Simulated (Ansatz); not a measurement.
The input, for Ansatz 0.2.0:

```yaml
crystal:
  periodic: [false, false, false]
  atoms:
    - {symbol: Si, position_ang: [0.000000, 0.000000, 0.000000]}
    - {symbol: H, position_ang: [0.000000, 0.000000, 1.499536]}
basis:
  gaussian: {orbitals: cc-pVQZ}
total_charge: 1
magnetization: {spin_polarized: true, initial_magnetization: 4}
hamiltonian: {xc: {name: r2SCAN}}
output: {forces: true}
```

```sh
$ ansatz run in.yaml --threads 2 --pin off --events-out ev --progress --plain --max-ram 24576MiB --backend cuda --devices 0, --max-vram 18GiB
```

Log:

```
365 factors; their error is unknown
mean field evaluation 1: about -7874.0274 eV, gradient 4.9e0 eV
mean field evaluation 2: about -7874.1611 eV, gradient 1.9e0 eV
mean field evaluation 4: about -7874.1715 eV, gradient 1.1e-1 eV
mean field evaluation 8: about -7874.1660 eV, gradient 1.7e-3 eV
mean field -7874.16601212 eV, -289.3702636441 hartree, gradient 1.8e-5 eV, S^2 6.000054; 0 other end points of the search recorded, 0 dependent functions left out
the calculation of the forces begins
reference -7874.16602769 eV, -289.3702642161 hartree; 9, 5 occupied and 80, 84 virtual orbitals, 365 factors
Total energy: -7874.16602769 eV, -289.3702642161 hartree
Atom 0 at     0.000000     0.000000     0.000000 Å, force     0.000000     0.000000    -4.473962 eV/Å
Atom 1 at     0.000000     0.000000     1.499536 Å, force     0.000000    -0.000000     4.473962 eV/Å
Dipole moment:     0.000000     0.000000     0.310308 e Å
```

Forces (eV/Å):
```
Si   0.000  0.000 -4.474
H    0.000  0.000  4.474
```

Ran on 2 threads of AMD EPYC 7R13 with a shared H100 80 GB, shared host: 6.5 s wall, 0.77 GiB peak host memory.
